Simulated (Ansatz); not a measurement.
Basis sets compared for B(H2O)H3 (BOH₅). The state is a singlet with charge 0. Geometry r2SCAN-D4/def2-TZVP. Ansatz on 4 threads of Arm Neoverse V1 on a shared host; times are rough, and most runs start from earlier orbitals.

```
atom   x (Å)   y (Å)   z (Å)
  B1  -0.287   0.323   0.580
  O2   0.662  -0.248  -0.724
  H3   0.167  -0.088  -1.539
  H4   0.741  -1.207  -0.632
  H5   0.397   0.029   1.523
  H6  -1.315  -0.304   0.466
  H7  -0.365   1.495   0.326
```

Binding counts from free atoms (B doublet, O triplet, H doublet) in the same basis, without a counterpoise term.

```csv
level,functions,energy (Eh),HOMO (eV),LUMO (eV),binding per atom (eV),wall time
PBE-D4/def2-SVP,53,-102.8355,-6.57,-0.84,3.29,0.25 s
PBE0-D4/def2-SVP,53,-102.8514,-8.06,0.17,3.25,0.25 s
```

**Question.** Estimate the rows for PBE-D4/def2-TZVP, PBE0-D4/def2-TZVP (with forces).

**Answer.** 
```csv
level,functions,energy (Eh),HOMO (eV),LUMO (eV),binding per atom (eV),wall time
PBE-D4/def2-TZVP,92,-102.9613,-6.76,-1.32,3.28,0.4 s
PBE0-D4/def2-TZVP (with forces),92,-102.9738,-8.19,-0.37,3.23,0.65 s
```
